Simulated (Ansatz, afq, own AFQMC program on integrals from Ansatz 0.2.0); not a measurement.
Two steps: Ansatz 0.2.0 writes the Fock matrix and Cholesky factors of the valence space, and afq projects on them the lowest state that overlaps trial and start.

```yaml
crystal:
  periodic: [false, false, false]
  atoms:
    - {symbol: Si, position_ang: [0.000000, 0.000000, 0.295180]}
    - {symbol: Ge, position_ang: [0.000000, 0.000000, -2.497008]}
    - {symbol: H, position_ang: [0.000000, 0.000000, 2.201828]}
basis:
  gaussian: {orbitals: cc-pVDZ}
magnetization: {spin_polarized: false, initial_magnetization: 1}
correlation: {method: ccsd_t, electrons: outside_noble_gas, hamiltonian_folder: ham}
```

```sh
$ ansatz run in.yaml --threads 1 --pin off --events-out ev --progress --plain --max-ram 1382MiB
```

Options of the walk:

```
--method phaseless --trial cisd --walkers 60 --populations 1 --least-time 40 --time-step 0.005 --steps-per-block 50 --equilibration-blocks 40 --max-blocks 300 --target-error 0.00072 --factor-cut 1e-05 --start spin_pure --seed 9359 --release-times 0.24,0.51,0.99,1.62,2.4 --release-step 0.03 --release-every 4 --taylor-order 6
```

Times are imaginary, in 1/Eh. The walk had a cap of 678 s. Filled inner d shells are frozen with the cores.

Output of the walk:

```
orbitals 31  electrons 5 4  factors 215 of 558
reference energy -2364.65549072 Eh
CCSD correlation -0.21444814 Eh in 20 cycles, weight of the determinant in the CISD state 0.7619
energy of the start -2364.869937 Eh
 block  time / (1/Eh)  mean weight  energy / Eh
     1     0.250  1.0015  -2364.866777
     2     0.500  0.9989  -2364.867428
     3     0.750  1.0017  -2364.868300
     4     1.000  1.0004  -2364.870724
     5     1.250  0.9992  -2364.872748
    10     2.500  0.9991  -2364.881595
    49    12.250  1.0000  -2364.877221
    89    22.250  0.9983  -2364.892366
   121    30.250  1.0016  -2364.906755
   129    32.250  0.9998  -2364.903043
   169    42.250  1.0018  -2364.887540
   209    52.250  0.9982  -2364.891123
   249    62.250  1.0001  -2364.875047
   289    72.250  1.0014  -2364.876478
   329    82.250  1.0014  -2364.900262
   337    84.250  1.0017  -2364.888665
blocks merged  error / Eh  count
     1  0.000531  300
     2  0.000694  150
     4  0.000876  75
     8  0.001021  37
    16  0.000922  18
    32  0.000832  9
released: time / (1/Eh)  energy / Eh  error  mean overlap
  0.24  -2364.886842  0.001119  0.9894
  0.51  -2364.886392  0.001216  0.9846
  0.99  -2364.886905  0.000900  0.9956
  1.62  -2364.887879  0.000951  1.0020
  2.40  -2364.889137  0.001263  1.0070
energy -2364.886558 +/- 0.001021 Eh
(rows thinned)
```

The run passed its tests (sampling time, drift between the halves within three errors, error under three times the target), which doesn't prove that it has relaxed.

Against this walk (error 27.8 meV) on the same determinant: CCSD(T) 17.8 meV lower (within the noise), CCSDT(Q) 137.3 meV lower. The error is statistical and leaves out the bias of the constraint. None of these is a sure reference here. The released energies are still falling (meV from the phaseless value at times in 1/Eh: -8 ± 30 at 0.24, 5 ± 33 at 0.51, -9 ± 24 at 0.99, -36 ± 26 at 1.62, -70 ± 34 at 2.40), so they give no level.

Cautions: constraint bias not in the error; error above the target (27.8 against 19.6 meV); no relativity below Rb; no spin-orbit coupling; inner d shell frozen; higher spins were not checked; a spin-contaminated unrestricted determinant lies lower (UHF 1.39 eV lower, ⟨S²⟩ 1.72); the search met a lower determinant of the same kind, perhaps of another symmetry (220 meV lower), and this one is a saddle point; strong correlation (T1 0.044, weight of the determinant 0.76, largest double 0.27); (T) is large, 8 % of the CCSD correlation; the CCSD(T) amplitudes may be one of several solutions (largest double 0.27); the CCSDT(Q) amplitudes may be one of several solutions (largest double 0.32); the bias of populations of 60 walkers isn't removed.

The walk took 3.3 min on 1 thread of Arm Neoverse V2 (shared host). The log's last line is the phaseless energy.

CCSDT and higher add their correlation energy to the determinant of the CCSD(T) run, since their own runs factorise the integrals more tightly (a shift of under 2 meV).
